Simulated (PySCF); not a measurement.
Gas-phase reaction: 2 BCl₃ + 2 N₂H₂ → 2 HBNH + N₂ + 6 Cl

Method: PySCF energies (xtb for GFN2) plus ideal-gas RRHO corrections (1 bar). † marks an energy on the PBE0/def2-TZVP geometry and frequencies; other levels use their own. MP2 and CCSD(T) freeze the core. Open shells (unrestricted): Cl (multiplicity 2, electronic degeneracy 6); the rest are closed-shell singlets. GFN2 has no spin-polarisation term. Spin-orbit splitting is ignored; it lowers the true energy and changes the entropy of Cl. HBNH: computed as isolated molecules; such fragments, hydroxides, amides, oligomers or adducts are transient or little studied in the gas. MP2 isn't extrapolated to the basis-set limit; its ΔH°(298 K) is 1172.5 kJ in def2-SVP and 1263.9 kJ in def2-TZVPP. CCSD(T) isn't extrapolated to the basis-set limit; its ΔH°(298 K) is 1136.1 kJ in def2-SVP and 1191.2 kJ in def2-TZVPP. The harmonic model lacks anharmonicity and excited electronic states, which grow with temperature; levels with a mode under 35 cm⁻¹ are left out.

```csv
level,"ΔE electronic, kJ","ΔH°(298 K), kJ","ΔS°(298 K), J/K","ΔG°(1400 K), kJ"
BLYP/def2-TZVP†,1176,1151,606,266
CCSD(T)/def2-SVP†,1160,1136,606,251
GFN2-xTB,1174,1163,599,295
HF/def2-TZVP†,746,721,606,-164
MP2/def2-SVP†,1197,1172,606,287
PBE0/def2-QZVP†,1318,1294,606,409
```
ΔH° is lowest at HF/def2-TZVP† and highest at PBE0/def2-QZVP†. No reference value is set beside these.
